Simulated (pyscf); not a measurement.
Single points on ωB97X-D3(BJ)/def2-SVP structures (PySCF, gas phase).

Task: For `[CH3][OH]` + `[CH3]` [doublet] → `[CH2][OH]` [doublet] + `[CH4]`, a hydrogen abstraction (doublet surface; C–H broken, C–H formed), PBE/def2-TZVP gives ΔE‡ = 18.9 kJ/mol and ΔE = -50.2 kJ/mol (zero: the separated reactants). In which direction and how far do r²SCAN/def2-TZVP, B3LYP-D3(BJ)/def2-TZVP, ωB97M-D3(BJ)/def2-TZVP move these?

Result: r²SCAN: ΔE‡ = 35.8 kJ/mol, ΔE = -42.2 kJ/mol; B3LYP-D3(BJ): ΔE‡ = 37.8 kJ/mol, ΔE = -44.4 kJ/mol; ωB97M-D3(BJ): ΔE‡ = 51.0 kJ/mol, ΔE = -43.4 kJ/mol. PBE's barrier lies under all of them, by 16.8 to 32.1 kJ/mol. Its reaction energy lies under all of them, by 5.8 to 7.9 kJ/mol. Low barriers are usual for a GGA, whose delocalisation error favours stretched bonds. One saddle was located; it need not be the lowest between these sides. The angle at the transferred H is 174°.
